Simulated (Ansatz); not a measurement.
# CH6AlO+ (SMILES [CH3][AlH][OH2+]): functionals against CCSD(T) at one geometry

One table from this session's results is given with a row withheld; the runs are named, their logs left out.

Method: single points in def2-TZVPP; program: Ansatz 0.2.0, Gaussian basis.

Cores are frozen in the correlated methods.

## The starting structure

9 atoms, charge 1, spin multiplicity 1.

Atoms are counted from 1 here; the program's logs count them from 0.

Bond lengths: C1–Al2 1.951 Å, C1–H4 1.111 Å, C1–H5 1.083 Å, C1–H6 1.149 Å, Al2–O3 1.915 Å, Al2–H7 1.541 Å, O3–H8 0.941 Å, O3–H9 0.987 Å. Angles: Al2–C1–H4 110.3°, Al2–C1–H5 115.5°, Al2–C1–H6 110.1°, H4–C1–H5 106.5°, H4–C1–H6 110.7°, H5–C1–H6 103.5°, C1–Al2–O3 111.9°, C1–Al2–H7 148.5°, O3–Al2–H7 99.6°, Al2–O3–H8 128.1°, Al2–O3–H9 120.9°, H8–O3–H9 110.1°.

As a file:

```xyz
9

C    -0.8176    1.0573   -0.7331
Al    0.6969   -0.1328   -0.4218
O     0.4773   -1.1679    1.1739
H    -1.7501    0.4681   -0.8680
H    -0.7333    1.7027   -1.5987
H    -0.9259    1.7942    0.1412
H     2.0766   -0.6493   -0.8752
H     0.8337   -0.9999    2.0286
H     0.0936   -2.0768    1.1391
```

The first run:

run/in.yaml

```yaml
crystal:
  periodic: [false, false, false]
  atoms:
    - {symbol: C, position_ang: [-0.817600, 1.057300, -0.733100]}
    - {symbol: Al, position_ang: [0.696900, -0.132800, -0.421800]}
    - {symbol: O, position_ang: [0.477300, -1.167900, 1.173900]}
    - {symbol: H, position_ang: [-1.750100, 0.468100, -0.868000]}
    - {symbol: H, position_ang: [-0.733300, 1.702700, -1.598700]}
    - {symbol: H, position_ang: [-0.925900, 1.794200, 0.141200]}
    - {symbol: H, position_ang: [2.076600, -0.649300, -0.875200]}
    - {symbol: H, position_ang: [0.833700, -0.999900, 2.028600]}
    - {symbol: H, position_ang: [0.093600, -2.076800, 1.139100]}
basis:
  gaussian: {orbitals: def2-TZVPP}
total_charge: 1
correlation: {method: ccsd_t}
output: {forces: true}
```

No record of the launch command was kept for these runs.

Steps of the session up to this table: CCSD(T)/def2-TZVPP; PBE0-D4/def2-TZVPP; wB97M-V/def2-TZVPP; r2SCAN-D4/def2-TZVPP; PBE-D4/def2-TZVPP; HSE06-D4/def2-TZVPP; r2SCANh-D4/def2-TZVPP.

One table of the session follows, with a row left open; its other results are not shown here.

| method | RMS force component (eV/Å) | angle to CCSD(T) forces (°) |
| --- | --- | --- |
| CCSD(T) | 0.678 | reference |
| PBE0-D4 | 0.690 | 4.8 |
| wB97M-V | 0.689 | 5.0 |
| r2SCAN-D4 | 0.683 | 5.7 |
| PBE-D4 | ? | ? |
| HSE06-D4 | 0.689 | 4.7 |
| r2SCANh-D4 | 0.687 | 5.3 |

Q: Estimate the row for PBE-D4 from the others.

**Answer.** RMS force component (eV/Å): 0.700; angle to CCSD(T) forces (°): 14.8. In the column «RMS force component (eV/Å)» it is the highest.
